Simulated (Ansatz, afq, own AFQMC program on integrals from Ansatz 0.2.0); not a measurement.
Two steps: Ansatz 0.2.0 writes the Fock matrix and Cholesky factors of the valence space, and afq projects on them the lowest state that overlaps trial and start.

```yaml
crystal:
  periodic: [false, false, false]
  atoms:
    - {symbol: C, position_ang: [0.000000, 0.000000, 0.488138]}
    - {symbol: C, position_ang: [0.000000, 0.000000, -0.651455]}
    - {symbol: H, position_ang: [0.000000, -0.829678, 0.973048]}
    - {symbol: H, position_ang: [0.000000, 0.829678, 0.973048]}
basis:
  gaussian: {orbitals: cc-pVDZ}
magnetization: {spin_polarized: false}
correlation: {method: ccsd_t, electrons: outside_noble_gas, hamiltonian_folder: ham}
```

```sh
$ ansatz run in.yaml --threads 1 --pin off --events-out ev --progress --plain --max-ram 1382MiB
```

afq runs on the folder ham with

```
--method phaseless --trial cisd --walkers 70 --populations 1 --least-time 40 --time-step 0.005 --steps-per-block 50 --equilibration-blocks 28 --max-blocks 300 --target-error 0.00038 --factor-cut 1e-05 --seed 142 --release-times 0.24,0.51,0.99,1.62,2.4 --release-step 0.03 --release-every 4 --taylor-order 6
```

Times are imaginary, in 1/Eh. The walk had a cap of 536 s.

Output of the walk:

```
orbitals 36  electrons 5 5  factors 295 of 350
reference energy -76.70065878 Eh
CCSD correlation -0.24722135 Eh in 9 cycles, weight of the determinant in the CISD state 0.8965
energy of the start -76.947880 Eh
 block  time / (1/Eh)  mean weight  energy / Eh
     1     0.250  0.9991  -76.945875
     2     0.500  0.9986  -76.949539
     3     0.750  0.9984  -76.954499
     4     1.000  1.0009  -76.953134
     5     1.250  1.0025  -76.953875
     9     2.250  1.0010  -76.956779
    33     8.250  1.0007  -76.955104
    65    16.250  1.0022  -76.956779
    97    24.250  1.0009  -76.969840
   129    32.250  0.9978  -76.956463
   161    40.250  0.9999  -76.956546
   193    48.250  1.0016  -76.957319
   225    56.250  0.9988  -76.956757
   257    64.250  1.0005  -76.951713
   289    72.250  0.9973  -76.954522
   321    80.250  0.9998  -76.957336
blocks merged  error / Eh  count
     1  0.000225  300
     2  0.000281  150
     4  0.000324  75
     8  0.000417  37
    16  0.000431  18
    32  0.000454  9
released: time / (1/Eh)  energy / Eh  error  mean overlap
  0.24  -76.956473  0.000476  0.9957
  0.51  -76.956543  0.000310  0.9880
  0.99  -76.956300  0.000387  1.0023
  1.62  -76.956839  0.000480  0.9966
  2.40  -76.956343  0.000444  1.0233
energy -76.956525 +/- 0.000431 Eh
(rows thinned)
```

The run passed its tests (sampling time, drift between the halves within three errors, error under three times the target), which doesn't prove that it has relaxed.

Against this walk (error 11.7 meV) on the same determinant: CCSD(T) 23.8 meV higher, CCSDT(Q) 9.5 meV lower (within the noise). The error is statistical and leaves out the bias of the constraint. Released to 2.40 1/Eh the energy moves by 5 ± 17 meV (both errors), within twice the noise.

Cautions: constraint bias not in the error; error above the target (11.7 against 10.3 meV).

The walk took 3.1 min on 1 thread of Arm Neoverse V2 (shared host). The log's last line is the phaseless energy.

CCSDT and higher add their correlation energy to the determinant of the CCSD(T) run, since their own runs factorise the integrals more tightly (a shift of under 2 meV). A walk keeps the symmetry of its determinant, which the program's search chose and which needn't be the lowest solution, so a lower state of the same spin and another symmetry isn't excluded.
